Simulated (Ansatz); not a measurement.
Input file:

```yaml
crystal:
  periodic: [false, false, false]
  atoms:
    - {symbol: Al, position_ang: [0.000000, 0.000000, 1.150006]}
    - {symbol: Al, position_ang: [0.000000, 0.000000, -1.150006]}
    - {symbol: H, position_ang: [0.000000, 0.000000, 2.724549]}
    - {symbol: H, position_ang: [0.000000, 0.000000, -2.724549]}
basis:
  gaussian: {orbitals: 6-31G}
total_charge: 1
magnetization: {spin_polarized: true, initial_magnetization: 1}
correlation: {method: ccsdtq, electrons: outside_noble_gas}
```

```sh
$ ansatz run in.yaml --threads 1 --pin off --events-out ev --progress --plain --max-ram 2393MiB
```

Output:

```
588 factors; integrals over basis functions are off by at most 1.3e-7 eV
mean field evaluation 1: about -13186.7596 eV, gradient 5.7e0 eV
mean field evaluation 2: about -13186.7686 eV, gradient 5.7e0 eV
mean field evaluation 4: about -13187.3166 eV, gradient 4.0e-1 eV
mean field evaluation 8: about -13187.3221 eV, gradient 3.0e-3 eV
mean field evaluation 16: about -13187.2132 eV, gradient 2.3e0 eV
mean field evaluation 32: about -13187.3221 eV, gradient 2.5e-2 eV
mean field evaluation 64: about -13183.8753 eV, gradient 3.2e-3 eV
mean field evaluation 96: about -13183.8581 eV, gradient 6.2e-1 eV
mean field -13187.32209623 eV, -484.6251483487 hartree, gradient 4.0e-6 eV, S^2 0.758527; 4 other end points of the search recorded, 0 dependent functions left out
determinant -13187.32209623 eV, -484.6251483487 hartree, with singles and doubles -13189.27224376 eV, -484.6968149484 hartree
determinant -13185.01171174 eV, -484.5402432846 hartree, with singles and doubles -13187.15109959 eV, -484.6188643379 hartree
determinant -13183.87531026 eV, -484.4984813006 hartree, with singles and doubles -13186.11453691 eV, -484.5807713620 hartree
10 core orbitals not correlated: weight in the atoms' cores, before any rotation towards them, 1.000 or more for the frozen orbitals, at most 0.000 for the correlated occupied ones
reference -13187.32209623 eV, -484.6251483487 hartree; 4, 3 occupied and 16, 17 virtual orbitals, 588 factors
second order -1.32604985 eV of doubles, -0.00000000 eV of singles
cycle   1  -1.71148256 eV  change   -3.9e-1 eV  update   6.5e-2
cycle   2  -1.97355160 eV  change   -2.6e-1 eV  update   3.3e-2
cycle   3  -1.99706627 eV  change   -2.4e-2 eV  update   1.0e-2
cycle   4  -2.00514365 eV  change   -8.1e-3 eV  update   4.7e-3
cycle   5  -2.00686765 eV  change   -1.7e-3 eV  update   1.9e-3
cycle   6  -2.00649814 eV  change    3.7e-4 eV  update   8.1e-4
cycle   7  -2.00647321 eV  change    2.5e-5 eV  update   3.8e-4
cycle   8  -2.00666614 eV  change   -1.9e-4 eV  update   1.2e-4
cycle   9  -2.00665039 eV  change    1.6e-5 eV  update   5.6e-5
cycle  10  -2.00661452 eV  change    3.6e-5 eV  update   2.3e-5
cycle  11  -2.00661564 eV  change   -1.1e-6 eV  update   1.0e-5
cycle  12  -2.00661903 eV  change   -3.4e-6 eV  update   4.7e-6
cycle  13  -2.00662286 eV  change   -3.8e-6 eV  update   1.7e-6
cycle  14  -2.00662282 eV  change    3.3e-8 eV  update   6.7e-7
Total energy: -13189.32871906 eV, -484.6988903773 hartree
```

For the same geometry and basis full CI lies 0.0 meV lower.

Ran on 1 thread of Intel Xeon, shared host: 47 s wall, 0.22 GiB peak host memory.
